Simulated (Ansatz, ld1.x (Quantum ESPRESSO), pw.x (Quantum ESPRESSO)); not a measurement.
## What a changed setting does to a pw.x run (fcc Al)

Potential: PAW, ld1.x (Quantum ESPRESSO) 7.5, PBE; core [Ne], reference 3s1 3p0; waves: 3s (bound): rcut 1.60, rcutus 2.05 bohr; 3s channel at 3 Ry: rcut 1.60, rcutus 2.05 bohr; 3p (bound, empty): rcut 1.95, rcutus 2.20 bohr; 3p channel at -0.75 Ry: rcut 1.95, rcutus 2.20 bohr; 3d channel at 0.05 Ry: rcut 1.85, rcutus 2.15 bohr; 3d channel at 1.95 Ry: rcut 1.85, rcutus 2.15 bohr; local part: all-electron potential smoothed inside 1.70 bohr (lloc = -1); core correction: Bessel-smoothed model core inside 1.00 bohr; augmentation: PSQ, radius 1.80 bohr.

The reference run (k-mesh 14³, cutoffs 40/320 Ry, Fermi–Dirac 0.01 Ry, mixing_beta 0.4, conv_thr 1e-9, no spin) gives 0.15 GPa at 16.527 Å³/atom, where all-electron LAPW gives -0.17 GPa. This run, with its own iteration cap, changes degauss to 0.002.

```
&control
  calculation='scf', prefix='x', pseudo_dir='./', outdir='./tmp', tstress=.true., disk_io='none'
/
&system
  ibrav=0, nat=1, ntyp=1, ecutwfc=40, ecutrho=320, nbnd=8,
  occupations='smearing', smearing='fd', degauss=0.002
/
&electrons
  conv_thr=1e-09, mixing_beta=0.4, electron_maxstep=60
/
ATOMIC_SPECIES
Al 1.0 Al.UPF
CELL_PARAMETERS angstrom
  0.00000000 2.02172157 2.02172157
  2.02172157 0.00000000 2.02172157
  2.02172157 2.02172157 0.00000000
ATOMIC_POSITIONS crystal
Al 0.0000 0.0000 0.0000
K_POINTS automatic
14 14 14 0 0 0
```

```bash
pw.x < Al.scf.in > Al.scf.out
```

**Question.** How does the run end?

**Answer.** It converges in 8 iterations; the free energy moves by +14.1 meV/atom and the pressure by -0.22 GPa. In a metal, with Fermi–Dirac smearing, F lies below its zero-width value by a term in the square of the width.

```
Message from routine setup:
     using ibrav=0 with symmetry is DISCOURAGED, use correct ibrav instead
     lattice parameter (alat)  =       5.4030  a.u.
     unit-cell volume          =     111.5297 (a.u.)^3
     number of electrons       =         3.00
     number of Kohn-Sham states=            8
     kinetic-energy cutoff     =      40.0000  Ry
     charge density cutoff     =     320.0000  Ry
     scf convergence threshold =      1.0E-09
     Exchange-correlation= SLA  PW   PBX  PBC
     number of k points=   104  Fermi-Dirac smearing, width (Ry)=  0.0020
     iteration #  1     ecut=    40.00 Ry     beta= 0.40
     total energy              =     -39.56161795 Ry
     estimated scf accuracy    <       0.06605883 Ry
     iteration #  2     ecut=    40.00 Ry     beta= 0.40
     total energy              =     -39.55531399 Ry
     estimated scf accuracy    <       0.02332990 Ry
     iteration #  3     ecut=    40.00 Ry     beta= 0.40
     total energy              =     -39.55573500 Ry
     estimated scf accuracy    <       0.00005431 Ry
     iteration #  4     ecut=    40.00 Ry     beta= 0.40
     c_bands:  1 eigenvalues not converged
     total energy              =     -39.55573166 Ry
     estimated scf accuracy    <       0.00002299 Ry
     iteration #  5     ecut=    40.00 Ry     beta= 0.40
     total energy              =     -39.55573249 Ry
     estimated scf accuracy    <       0.00000052 Ry
     iteration #  6     ecut=    40.00 Ry     beta= 0.40
     total energy              =     -39.55573257 Ry
     estimated scf accuracy    <       0.00000004 Ry
     iteration #  7     ecut=    40.00 Ry     beta= 0.40
     total energy              =     -39.55573258 Ry
     estimated scf accuracy    <          6.6E-09 Ry
     iteration #  8     ecut=    40.00 Ry     beta= 0.40
     the Fermi energy is     7.8837 ev
!    total energy              =     -39.55573258 Ry
     estimated scf accuracy    <          1.4E-10 Ry
     smearing contrib. (-TS)   =      -0.00007921 Ry
     The total energy is F=E-TS. E is the sum of the following terms:
     one-electron contribution =       3.16086232 Ry
     hartree contribution      =       0.00565826 Ry
     xc contribution           =     -13.73970347 Ry
     ewald contribution        =      -5.40030859 Ry
     one-center paw contrib.   =     -23.58216188 Ry
     convergence has been achieved in   8 iterations
          total   stress  (Ry/bohr**3)                   (kbar)     P=       -0.77
     Message from routine punch:
     Nothing written, as per user request (disk_io='none')
```

The run took about 8.7 s on one core of a shared host (Neoverse-V1, 32 threads, 247 GiB, load 20).
